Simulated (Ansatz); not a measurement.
**CH4SSi (SMILES C[SiH]=S): single points off equilibrium**

An exercise on one series of results from a longer session: the logs are not shown, and one member is left open.

Computed with Ansatz 0.2.0, Gaussian basis. Level: single points in def2-TZVPP.

Correlated methods freeze the cores. B3LYP uses VWN-RPA correlation.

## The starting structure

7 atoms, charge 0, spin multiplicity 1.

Atoms are counted from 1 here; the program's logs count them from 0.

Bond lengths: C1–Si2 1.789 Å, C1–H4 1.139 Å, C1–H5 0.967 Å, C1–H6 0.941 Å, Si2–S3 1.891 Å, Si2–H7 1.437 Å. Angles: Si2–C1–H4 117.0°, Si2–C1–H5 99.8°, Si2–C1–H6 101.6°, H4–C1–H5 108.5°, H4–C1–H6 111.7°, H5–C1–H6 118.0°, C1–Si2–S3 129.9°, C1–Si2–H7 101.2°, S3–Si2–H7 128.1°.

Geometry (Å):

| atom | x (Å) | y (Å) | z (Å) |
| --- | --- | --- | --- |
| C1 | -0.67290 | 0.52500 | -0.27780 |
| Si2 | 0.70010 | -0.52530 | 0.18150 |
| S3 | 1.13690 | -2.27200 | -0.39520 |
| H4 | -1.50750 | 0.64910 | 0.48680 |
| H5 | -0.21040 | 1.36960 | -0.36820 |
| H6 | -0.97950 | 0.10400 | -1.06130 |
| H7 | 1.25430 | 0.20810 | 1.28640 |

Set-up of the first run:

Input file run/in.yaml:

```yaml
crystal:
  periodic: [false, false, false]
  atoms:
    - {symbol: C, position_ang: [-0.672900, 0.525000, -0.277800]}
    - {symbol: Si, position_ang: [0.700100, -0.525300, 0.181500]}
    - {symbol: S, position_ang: [1.136900, -2.272000, -0.395200]}
    - {symbol: H, position_ang: [-1.507500, 0.649100, 0.486800]}
    - {symbol: H, position_ang: [-0.210400, 1.369600, -0.368200]}
    - {symbol: H, position_ang: [-0.979500, 0.104000, -1.061300]}
    - {symbol: H, position_ang: [1.254300, 0.208100, 1.286400]}
basis:
  gaussian: {orbitals: def2-TZVPP}
correlation: {method: ccsd_t}
output: {forces: true}
```

No record of the launch command was kept for these runs.

Steps of the session up to this table: CCSD(T)/def2-TZVPP; PBE0-D4/def2-TZVPP; wB97M-V/def2-TZVPP; r2SCAN-D4/def2-TZVPP; PBE-D4/def2-TZVPP; HSE06-D4/def2-TZVPP; B3LYP-D4/def2-TZVPP.

One table of the session follows, with a row left open; its other results are not shown here.

```
   method  RMS force component (eV/Å)  angle to CCSD(T) forces (°)  dipole (D)
  CCSD(T)                       2.822                    reference        3.13
  PBE0-D4                       2.808                          2.4        3.32
  wB97M-V                       2.767                          2.6        3.33
r2SCAN-D4                           ?                            ?           ?
   PBE-D4                       2.851                          2.4        3.11
 HSE06-D4                       2.809                          2.3        3.31
 B3LYP-D4                       2.756                          0.9        3.23
```

Estimate the missing values for r2SCAN-D4.

The run gave: RMS force component (eV/Å): 2.785; angle to CCSD(T) forces (°): 1.7; dipole (D): 3.29. In the column «RMS force component (eV/Å)» it lies between wB97M-V (2.767) and PBE0-D4 (2.808).

Caveats from the session: The reference is not at the basis limit: in triple zeta CCSD(T) underbinds, which counts against methods that bind more; the gaps are no ranking.
